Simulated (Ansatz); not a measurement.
Two shapes of triplet C3H6.

Shape 1:

```xyz
9

C     0.2225   -0.0203   -0.4189
C    -0.2428   -1.2487   -0.2690
C     0.0321    1.1108    0.5491
H     0.7982    0.2106   -1.3115
H    -0.0585   -2.0155   -1.0109
H    -0.8235   -1.5388    0.5996
H    -0.5551    0.8031    1.4151
H     0.9968    1.4825    0.9049
H    -0.4780    1.9518    0.0719
```

Shape 2:

```xyz
9

C    -0.1282    0.4363    0.1169
C     0.7603    0.0959    1.0519
C    -0.5681   -0.4282   -1.0179
H    -0.5860    1.4330    0.1692
H     1.0351    0.7832    1.8565
H     1.2474   -0.8851    1.0479
H    -0.0672   -1.4075   -1.0027
H    -1.6575   -0.5991   -0.9881
H    -0.3557    0.0513   -1.9883
```

Basis set: def2-SVP (spherical functions). Correlated methods keep 3 orbitals frozen. Charge 0, multiplicity 3.

Computed with Ansatz (development build ahead of 0.2.0); each method stands on the lowest determinant of its kind that the runs found.

**Question.** Which shape is lower in energy, and by how much in each method?

**Answer.**

| method | E(2) − E(1) (eV) |
| --- | --- |
| UHF | -0.124 |
| UHF-MP2 | -0.140 |

Shape 2 is lower. Caution: another spin multiplicity may lie lower.
